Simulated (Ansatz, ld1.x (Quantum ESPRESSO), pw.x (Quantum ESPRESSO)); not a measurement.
# What a changed setting does to a pw.x run (bcc Tl)

Potential: norm-conserving Troullier–Martins (Kleinman–Bylander form), ld1.x (Quantum ESPRESSO) 7.5, LDA (PW92); core [Xe] 4f14, reference 5d10 6s2 6p1; waves: 6p (bound): rc 2.50 bohr; 5d (bound): rc 1.82 bohr; 6s (bound): rc 1.70 bohr; local part: the s channel; core correction: Bessel-smoothed model core inside 0.85 bohr.

The reference run (k-mesh 12³, cutoffs 110/440 Ry, Fermi–Dirac 0.01 Ry, mixing_beta 0.4, conv_thr 1e-9, no spin) gives 0.03 GPa at 27.495 Å³/atom, where all-electron LAPW gives -0.27 GPa. This run, with its own iteration cap, changes mixing_ndim to 4.

```
&control
  calculation='scf', prefix='x', pseudo_dir='./', outdir='./tmp', tstress=.true., disk_io='none'
/
&system
  ibrav=0, nat=1, ntyp=1, ecutwfc=110, ecutrho=440, nbnd=14,
  occupations='smearing', smearing='fd', degauss=0.01
/
&electrons
  conv_thr=1e-09, mixing_beta=0.4, electron_maxstep=50, mixing_ndim=4
/
ATOMIC_SPECIES
Tl 1.0 Tl.UPF
CELL_PARAMETERS angstrom
  -1.90136098 1.90136098 1.90136098
  1.90136098 -1.90136098 1.90136098
  1.90136098 1.90136098 -1.90136098
ATOMIC_POSITIONS crystal
Tl 0.0000 0.0000 0.0000
K_POINTS automatic
12 12 12 0 0 0
```

```bash
pw.x < Tl.scf.in > Tl.scf.out
```

How does the run end?

It converges in 7 iterations; the free energy moves by +0.0 meV/atom and the pressure by +0.00 GPa. The result is that of the reference run.

```
Message from routine setup:
     using ibrav=0 with symmetry is DISCOURAGED, use correct ibrav instead
     lattice parameter (alat)  =       6.2233  a.u.
     unit-cell volume          =     185.5455 (a.u.)^3
     number of electrons       =        13.00
     number of Kohn-Sham states=           14
     kinetic-energy cutoff     =     110.0000  Ry
     charge density cutoff     =     440.0000  Ry
     scf convergence threshold =      1.0E-09
     Exchange-correlation= PW
     number of k points=    72  Fermi-Dirac smearing, width (Ry)=  0.0100
     iteration #  1     ecut=   110.00 Ry     beta= 0.40
     total energy              =    -165.48102415 Ry
     estimated scf accuracy    <       0.00692779 Ry
     iteration #  2     ecut=   110.00 Ry     beta= 0.40
     total energy              =    -165.48163667 Ry
     estimated scf accuracy    <       0.00050456 Ry
     iteration #  3     ecut=   110.00 Ry     beta= 0.40
     total energy              =    -165.48170526 Ry
     estimated scf accuracy    <       0.00003755 Ry
     iteration #  4     ecut=   110.00 Ry     beta= 0.40
     total energy              =    -165.48170627 Ry
     estimated scf accuracy    <       0.00000015 Ry
     iteration #  5     ecut=   110.00 Ry     beta= 0.40
     total energy              =    -165.48170629 Ry
     estimated scf accuracy    <       0.00000003 Ry
     iteration #  6     ecut=   110.00 Ry     beta= 0.40
     total energy              =    -165.48170629 Ry
     estimated scf accuracy    <          2.8E-09 Ry
     iteration #  7     ecut=   110.00 Ry     beta= 0.40
     the Fermi energy is    10.9255 ev
!    total energy              =    -165.48170629 Ry
     estimated scf accuracy    <          2.1E-10 Ry
     smearing contrib. (-TS)   =      -0.00221649 Ry
     The total energy is F=E-TS. E is the sum of the following terms:
     one-electron contribution =     -17.15073539 Ry
     hartree contribution      =      20.12094090 Ry
     xc contribution           =     -82.86360640 Ry
     ewald contribution        =     -85.58608890 Ry
     convergence has been achieved in   7 iterations
          total   stress  (Ry/bohr**3)                   (kbar)     P=        0.27
     Message from routine punch:
     Nothing written, as per user request (disk_io='none')
```

The run took about 31 s on one core of a shared host (Intel(R) Xeon(R) 6975P-C, 192 threads, 378 GiB, load 96).
